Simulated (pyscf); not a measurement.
H₂C=C=SiH₂ (SMILES C=C=[SiH2]) → :C=C=SiH₂ (SMILES [C]=C=[SiH2]) [singlet] + H₂ (SMILES [H][H]) (1,1-elimination; singlet surface; C–H, C–H broken, H–H formed). PySCF, gas phase, ωB97X-D3(BJ)/def2-SVP geometries. Energies in kcal/mol from the reactant's lowest minimum found.

```
level                   barrier  reaction energy
----------------------  -------  ---------------
PBE/def2-TZVP              82.1            +72.4
r²SCAN/def2-TZVP           84.8            +72.0
B3LYP-D3(BJ)/def2-TZVP     86.6            +68.0
PBE0-D3(BJ)/def2-TZVP      88.3            +74.4
M06-2X/def2-TZVP              …                …
ωB97M-D3(BJ)/def2-TZVP        …            +67.7
```

Question: Complete the blanks.

Answer: 
- M06-2X/def2-TZVP, barrier: 90.5
- M06-2X/def2-TZVP, reaction energy: +68.7
- ωB97M-D3(BJ)/def2-TZVP, barrier: 89.6

The functionals in the table span 8.4 kcal/mol in this barrier, from PBE to M06-2X. H₂C=C=SiH₂ lies 21.8 kcal/mol over its isomer HC≡C–SiH₃ (electronic energy, ωB97M-D3(BJ)/def2-TZVP). One saddle was located; it need not be the lowest between these sides.
